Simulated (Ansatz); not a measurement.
# PH2 (SMILES [PH2]): UCCSD(T)/6-31G(d) (spherical functions)

Aim: the energy change on altering one bond length of PH2 at UCCSD(T)/6-31G* (spherical functions), from 2 runs. 

Program for the calculation: Ansatz 0.2.0.

46 further runs of the same task are left out: 46 set aside as unsound or not needed.

## Step 1: The system as given

PH2 has 3 atoms, charge 0, and is taken as a doublet. SMILES: `[PH2]`. Geometry: relaxed at GFN2-xTB.

Bond lengths: P1–H2 1.392 Å, P1–H3 1.392 Å. Angles: H2–P1–H3 91.4°.

## Step 2: A single-point energy at UCCSD(T)/6-31G(d) (spherical functions)

File job.yaml:

```yaml
crystal:
  periodic: [false, false, false]
  atoms:
    - symbol: P
      position_ang: [0.514470, -0.302750, 0.252680]
    - symbol: H
      position_ang: [0.111510, 1.027360, 0.172420]
    - symbol: H
      position_ang: [-0.625980, -0.724620, -0.425100]
basis:
  gaussian:
    orbitals: 6-31G_st_-spherical.json
magnetization:
  spin_polarized: true
  initial_magnetization: 1
correlation:
  method: ccsd_t
  frozen_orbitals: {H: 0, P: 5}
accuracy: high
scf:
  omitted_lower_state_checks: [cluster_reference, increment]
```

The basis set 6-31G* is read from a file made from the Basis Set Exchange's data (not shown).

The run is started by

```sh
$ ansatz run job.yaml --threads 1 --pin off --max-ram 2610MiB --events-out events.jsonl --progress --plain --runs-dir runs
```

Log (excerpt; [...] marks lines left out):

```text
Warning: RAYON_NUM_THREADS=1 ignored (pool sized by the plan → 1); use --threads N
Functional definition: HF
  name "HF"
[...]
379 factors; integrals over basis functions are off by at most 3.4e-9 eV
[...]
mean field -9302.15633124 eV, -341.8479399451 hartree, gradient 8.4e-8 eV, S^2 0.762577; 0 other end points of the search recorded, 0 dependent functions left out
5 core orbitals not correlated: weight in the atoms' cores, before any rotation towards them, 1.000 or more for the frozen orbitals, at most 0.000 for the correlated occupied ones
reference -9302.15633124 eV, -341.8479399451 hartree; 4, 3 occupied and 13, 14 virtual orbitals, 379 factors
second order -2.30008016 eV of doubles, -0.00000000 eV of singles
cycle   1  -2.75244481 eV  change   -4.5e-1 eV  update   5.2e-2
[...]
cycle  19  -2.94254533 eV  change  -2.9e-10 eV  update  2.9e-10
perturbative correction -0.05842349 eV, -0.0021470236 hartree
Total energy: -9305.15730006 eV, -341.9582235151 hartree
Checks for a lower state left out: cluster_reference, increment
```

Wall time 0.36 s (1 thread of Arm Neoverse V1, shared host).

## Step 3: The distorted shape

File molecule.yaml:

```yaml
crystal:
  periodic: [false, false, false]
  atoms:
    - {symbol: P, position_ang: [0.799546, -0.197296, 0.422103]}
    - {symbol: H, position_ang: [0.396586, 1.132814, 0.341843]}
    - {symbol: H, position_ang: [-0.625980, -0.724620, -0.425100]}
basis:
  gaussian:
    orbitals: 6-31G_st_-spherical.json
magnetization:
  spin_polarized: true
  initial_magnetization: 1
correlation:
  method: ccsd_t
  frozen_orbitals: {H: 0, P: 5}
accuracy: high
scf:
  omitted_lower_state_checks: [cluster_reference, increment]
```

The basis set 6-31G* is read from a file made from the Basis Set Exchange's data (not shown).

The run is started by

```sh
$ ansatz run molecule.yaml --threads 1 --pin off --max-ram 2610MiB --events-out events.jsonl --progress --plain --runs-dir runs
```

Log (excerpt; [...] marks lines left out):

```text
Warning: RAYON_NUM_THREADS=1 ignored (pool sized by the plan → 1); use --threads N
Functional definition: HF
  name "HF"
[...]
382 factors; integrals over basis functions are off by at most 3.4e-9 eV
[...]
mean field -9301.37404016 eV, -341.8191912781 hartree, gradient 2.4e-8 eV, S^2 0.775655; 0 other end points of the search recorded, 0 dependent functions left out
5 core orbitals not correlated: weight in the atoms' cores, before any rotation towards them, 1.000 or more for the frozen orbitals, at most 0.000 for the correlated occupied ones
reference -9301.37404016 eV, -341.8191912781 hartree; 4, 3 occupied and 13, 14 virtual orbitals, 382 factors
second order -2.39114421 eV of doubles, -0.00000000 eV of singles
cycle   1  -2.88372980 eV  change   -4.9e-1 eV  update   6.2e-2
[...]
cycle  21  -3.14298027 eV  change  -1.2e-10 eV  update  5.6e-10
perturbative correction -0.07456966 eV, -0.0027403845 hartree
Total energy: -9304.59159009 eV, -341.9374340572 hartree
Checks for a lower state left out: cluster_reference, increment
```

Wall time 0.38 s (1 thread of Arm Neoverse V1, shared host).

## Step 4: Results

Level: UCCSD(T)/6-31G* (spherical functions), 5 core orbitals frozen.

| quantity | value |
| --- | --- |
| first shape: total energy | -341.95822 Eh |
| first shape: correlation energy (5 core orbitals frozen) | -110.3 mEh |
| first shape: (T) correction | -2.15 mEh |
| first shape: ⟨S²⟩ of the reference determinant | 0.763 |
| first shape: T1 diagnostic | 0.012 |
| distorted shape: total energy | -341.93743 Eh |
| distorted shape: correlation energy (5 core orbitals frozen) | -118.2 mEh |
| distorted shape: (T) correction | -2.74 mEh |
| distorted shape: ⟨S²⟩ of the reference determinant | 0.776 |
| distorted shape: T1 diagnostic | 0.017 |
| energy change with the P1–H3 bond stretched from 1.392 to 1.740 Å | 0.566 eV |

In words: With the P1–H3 bond stretched from 1.392 to 1.740 Å the energy rises by 0.57 eV (13.0 kcal/mol). The first shape isn't relaxed at this level, so the change isn't measured from a minimum. The triples (first shape) make up 1.9 % of the correlation energy. The triples (distorted shape) make up 2.3 % of the correlation energy.
